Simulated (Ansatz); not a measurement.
# BH4N: a dynamics run in two tries

Aim: a short trajectory for this system. SMILES of the start: BN.

All numbers below are computed with Ansatz 0.2.0 (RKS B3LYP-D4/def2-SVP).

### 1 The structure to begin with

Bond lengths: B1–N2 1.377 Å, N2–H3 1.027 Å, N2–H4 1.029 Å, B1–H5 1.301 Å, B1–H6 1.146 Å. Angles: B1–N2–H3 123.7°, B1–N2–H4 121.6°, H3–N2–H4 114.4°, N2–B1–H5 116.4°, N2–B1–H6 119.5°, H5–B1–H6 123.4°.

Coordinates:

```xyz
6

B    -0.0100   -0.0199    0.0754
N    -0.0018   -0.0017    1.4522
H    -0.8447   -0.1108    2.0285
H     0.8536    0.2105    1.9843
H     1.1345    0.1714   -0.5129
H    -1.0107   -0.0350   -0.4823
```

### 2 First try

Contents of input.yaml:

```yaml
crystal:
  periodic: [false, false, false]
  atoms:
    - { symbol: B, position_ang: [-0.01002, -0.019868, 0.075385] }
    - { symbol: "N", position_ang: [-0.00182, -0.001658, 1.452234] }
    - { symbol: H, position_ang: [-0.844665, -0.110826, 2.028534] }
    - { symbol: H, position_ang: [0.853586, 0.210531, 1.984317] }
    - { symbol: H, position_ang: [1.134543, 0.17141, -0.512918] }
    - { symbol: H, position_ang: [-1.010717, -0.035008, -0.482328] }
basis:
  gaussian: { orbitals: def2-SVP }
hamiltonian:
  xc: b3lyp
  dispersion: d4
md:
  timestep: 1.0
  n_steps: 25
  ensemble: nve
  temperature: 300.0
  initial_velocities: maxwell_boltzmann
  seed: 17792
  temperature_schedule: [{ n_steps: 10, end_temperature: 100.0 }]
```

Run with:

```bash
$ ansatz run input.yaml --threads 1 --pin off --max-ram 2048MiB --backend cpu --events-out ev --progress --plain --runs-dir out
```

**Question.** What will these runs give? Wanted: first try.

As calculated:

| quantity | value |
| --- | --- |
| first try | refused |
| cause | a temperature schedule needs a thermostat, and a run at constant energy has none |

The fault in the first input was caught at the input check and cost nothing.
